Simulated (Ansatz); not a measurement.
**Property card for CaMg**

These are results of DFT r2SCAN, scalar-relativistic, plane waves, PAW in Ansatz, not measurements.

Cutoff 500 eV; k points 8×12×8 on the computed 4-atom cell (Γ-centred); Gaussian smearing, width 0.10 eV; no spin polarisation.

The structure is relaxed at this level of theory with its symmetry kept. Whether it is the stable form of this composition wasn't checked.

```cif
data_structure
_symmetry_space_group_name_H-M 'Pmma'
_symmetry_Int_Tables_number 51
_cell_length_a 5.6310
_cell_length_b 3.9513
_cell_length_c 5.6303
_cell_angle_alpha 90.000
_cell_angle_beta 90.000
_cell_angle_gamma 90.000
_cell_volume 125.27
loop_
_atom_site_label
_atom_site_type_symbol
_atom_site_symmetry_multiplicity
_atom_site_Wyckoff_symbol
_atom_site_fract_x
_atom_site_fract_y
_atom_site_fract_z
_atom_site_occupancy
Ca1 Ca 2 f 0.75000 0.50000 0.74956 1
Mg1 Mg 2 e 0.75000 0.00000 0.24932 1
```

* Space group: Pmma (No. 51)
* Volume per atom: 211.3 bohr³
* Formation energy from the elements' standard states (uncorrected): -0.081 eV/atom
* Generalised Kohn–Sham band gap: none (metal)
* Density of states at the Fermi level: 3.36 states/eV per cell
* Bulk modulus: 26.5 GPa
* Its pressure derivative: 3.7
* Bader charges (e): Ca (2 in the cell) 1.20, Mg (2 in the cell) -1.20

Cost: 6 runs of about 15 core-minutes in all, on Intel Xeon Platinum 8259CL (Skylake/Cascade Lake) (shared hosts).